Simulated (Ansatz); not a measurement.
**CH2N− (SMILES C=[N-]): functionals against CCSD(T) at one geometry**

The task here is to estimate one member of a computed series from the others.

Method: single points in def2-TZVPPD; program: Ansatz 0.2.0, Gaussian basis.

Cores are frozen in the correlated methods.

**The system as given**

SMILES `C=[N-]`, 4 atoms, charge -1, spin multiplicity 1.

Atoms are counted from 1 here; the program's logs count them from 0.

Bond lengths: C1–N2 1.211 Å, C1–H3 1.227 Å, C1–H4 1.213 Å. Angles: N2–C1–H3 128.4°, N2–C1–H4 130.9°, H3–C1–H4 100.8°.

Geometry (Å):

```xyz
4
CH2N
C     0.0442    0.0204    0.0555
N     0.7635    0.6423    0.8059
H    -0.9426    0.4165   -0.5561
H     0.0962   -1.1314   -0.3206
```

The first run:

run/in.yaml

```yaml
crystal:
  periodic: [false, false, false]
  atoms:
    - {symbol: C, position_ang: [0.044200, 0.020400, 0.055500]}
    - {symbol: N, position_ang: [0.763500, 0.642300, 0.805900]}
    - {symbol: H, position_ang: [-0.942600, 0.416500, -0.556100]}
    - {symbol: H, position_ang: [0.096200, -1.131400, -0.320600]}
basis:
  gaussian: {orbitals: "def2-TZVPPD.json"}
total_charge: -1
correlation: {method: ccsd_t}
output: {forces: true}
```

The basis file named in the input lies beside it (Basis Set Exchange, JSON).

The command line of these runs was not kept.

Steps of the session up to this table: CCSD(T)/def2-TZVPPD; PBE0-D4/def2-TZVPPD; wB97M-V/def2-TZVPPD; r2SCAN-D4/def2-TZVPPD; PBE-D4/def2-TZVPPD; wB97X-V/def2-TZVPPD; CAM-B3LYP-D4/def2-TZVPPD.

One of the session's tables, all rows but one given; the rest of the session is left out.

| method | RMS force component (eV/Å) | angle to CCSD(T) forces (°) |
| --- | --- | --- |
| CCSD(T) | 1.351 | reference |
| PBE0-D4 | 0.931 | 13.7 |
| wB97M-V | 0.996 | 14.0 |
| r2SCAN-D4 | 0.897 | 9.2 |
| PBE-D4 | 1.047 | 3.5 |
| wB97X-V | ? | ? |
| CAM-B3LYP-D4 | 0.914 | 19.8 |

**Question.** Estimate the row for wB97X-V.

As computed: RMS force component (eV/Å): 1.077; angle to CCSD(T) forces (°): 10.6. In the column «RMS force component (eV/Å)» it lies between PBE-D4 (1.047) and CCSD(T) (1.351).

Caveats from the session: The anion's highest level is positive in at least one run, so there the basis alone may hold the extra electron.
